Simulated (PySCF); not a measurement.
C4H9O (doublet state).
SMILES with atom numbers: `[CH2:1][C@@H:2]([CH3:3])[O:4][CH3:5]` (hydrogens: H6, H7 on C1; H8 on C2; H9, H10, H11 on C3; H12, H13, H14 on C5)

Geometry (GFN2-xTB, Å), atoms numbered from 1 in this order:
```
atom  x, y, z in Å
C1    -0.0801    0.2551   -1.4708
C2    -0.3229    0.2838   -0.0156
C3    -1.7951   -0.0500    0.3094
O4     0.4645   -0.6578    0.6939
C5     1.8310   -0.3419    0.7217
H6     0.2873   -0.6394   -1.9335
H7    -0.4326    1.0577   -2.0873
H8    -0.1164    1.3001    0.3758
H9    -1.9443   -0.0029    1.3842
H10   -2.0172   -1.0560   -0.0335
H11   -2.4555    0.6567   -0.1838
H12    2.0055    0.6183    1.2256
H13    2.3209   -1.1374    1.2796
H14    2.2543   -0.2867   -0.2878
```

The hyperfine couplings belong to this conformer and change with its torsions.

Method: PySCF, UKS B3LYP, pcH-1 on C H O, non-relativistic, mean-field spin-orbit, GIAO. The structure is a single GFN2-xTB conformer in the gas phase; no vibrational or solvent corrections. The geometry wasn't refined by DFT: couplings that depend on bond lengths, twists or pyramidal angles can differ widely from those at the functional's own minimum. No stability test was run, so a lower SCF solution isn't excluded.

Task: Where do the isotropic ENDOR lines of H8, H6/H7 and H9/H10/H11 fall at 342.9 mT, to first order?

Result: ν± = |νn ± a/2|, one line for each electron-spin manifold; νn = |g_N| × 7.62259 MHz/T × B.

```csv
nuclei,isotope,g_N,νn (MHz),a_iso (MHz),lower line (MHz),upper line (MHz)
H8,1H,5.5857,14.60,61.87,16.34,45.54
H6/H7,1H,5.5857,14.60,-61.64,16.22,45.42
H9/H10/H11,1H,5.5857,14.60,6.23,11.49,17.71
```

Task: Which pairs are centred on the nuclear Larmor frequency, and which on half the coupling?

Result: Centred on νn, since |a| < 2νn: H9/H10/H11. Centred on |a|/2 and split by 2νn: H8 and H6/H7.

Task: At what field would the lower line of H6/H7 fall to zero frequency?

Result: Where νn = |a|/2, that is B = 30.82 MHz/(5.5857 × 7.62259 MHz/T) = 724 mT, as far as first order holds there.

Nuclei that the bonding pattern makes equivalent are averaged, as if the motion that swaps them (rotation, inversion, ring flip) were fast. The three 1H nuclei of mean +6.2 MHz run from -3.9 to 23.4 MHz in the frozen geometry.

Largest spin populations (Mulliken): C1 (+1.08) and C2 (-0.08). No atom but C1 exceeds +0.15. The positive populations add up to 1.17 and the negative ones to -0.17, together 2S = 1. The angles at C1 add up to 359.1°, so it is planar; its axial dipolar tensor and the negative couplings of its protons fit spin in a p orbital normal to that plane.
